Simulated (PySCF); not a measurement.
## Adding and removing an electron: BO

TPSS; basis B def2-TZVPPD, O def2-TZVPPD; no relativity; PySCF 2.14. Neutral (UKS): doublet (σ ↑), Re = 1.214 Å, ωe = 1843 cm⁻¹, De = 8.38 eV, HOMO -8.56 eV, LUMO -5.90 eV.

BO⁻ (UKS): singlet (closed shell), Re = 1.245 Å, ωe = 1681 cm⁻¹, De = 9.26 eV to B + O⁻. The energies at the minima are -100.08127 hartree for BO and -100.16897 for BO⁻.

Problem. Work out the adiabatic electron affinity, without and with harmonic zero-point energies (1 hartree = 27.2114 eV, 1 eV = 8065.5 cm⁻¹), and the change of the bond length.

Solution. At TPSS: 0.08770 hartree = 2.386 eV between the minima; the zero-point term (1843.0 − 1681.0)/2 cm⁻¹ = +0.010 eV makes it 2.396 eV. Re changes by +3.1 pm against the neutral. The electron enters a σ orbital; the charge polarises the partner, so the anion is bound more strongly.

For an ion De counts to the pair picked by the measured ionisation energies or electron affinities, which need not be the lowest pair at this level. The highest Kohn–Sham level is positive in this anion. Much of that is self-interaction error, but it also means that the finite basis helps to hold the extra electron. States were picked by a PBE0 search and need not be the measured ground states.
